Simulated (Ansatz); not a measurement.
Process, species as SMILES: O (H2O) → H2O+ (doublet, bonded as O) + e-
B3LYP-D3(BJ)/def2-TZVP geometries, fixed; electronic energies without zero-point terms.
Largest species:
```
O
H 1 0.9627
H 1 0.9627 2 105.24
```

Effect of a fitting basis named in the input at MP2/cc-pVTZ with Ansatz (a program for electronic structure), against the last row, where the adiabatic ionisation energy is 12.58 eV. Cores are frozen. Open shells are unrestricted. The default fits or decomposes integrals by the program's own choice; accuracy: high also tightens integrals, grids and stops.

| setting | largest shift of a total energy (mEh) | shift of the adiabatic ionisation energy (eV) |
|---|---|---|
| fitting: def2-universal-jkfit and def2-SVP-RIFIT | -1.654 | 0.008 |
| fitting: def2-universal-jkfit and cc-pVDZ-RIFIT | -1.116 | 0.007 |
| fitting: def2-universal-jkfit and cc-pVTZ-RIFIT | 0.058 | 0.000 |
| fitting: def2-universal-jkfit and aug-cc-pVTZ-RIFIT | 0.048 | 0.000 |
| fitting: def2-universal-jkfit and cc-pVQZ-RIFIT | 0.046 | 0.000 |
| fitting: def2-universal-jkfit and aug-cc-pVQZ-RIFIT | 0.039 | 0.000 |
| accuracy: high | -0.001 | 0.000 |
| accuracy: medium (default) | 0.000 | 0.000 |

Within 0.002 eV in the adiabatic ionisation energy: fitting: def2-universal-jkfit and cc-pVTZ-RIFIT; fitting: def2-universal-jkfit and aug-cc-pVTZ-RIFIT; fitting: def2-universal-jkfit and cc-pVQZ-RIFIT; fitting: def2-universal-jkfit and aug-cc-pVQZ-RIFIT; accuracy: high. The largest shift is 1.654 mEh in a total energy and 0.008 eV in the difference.
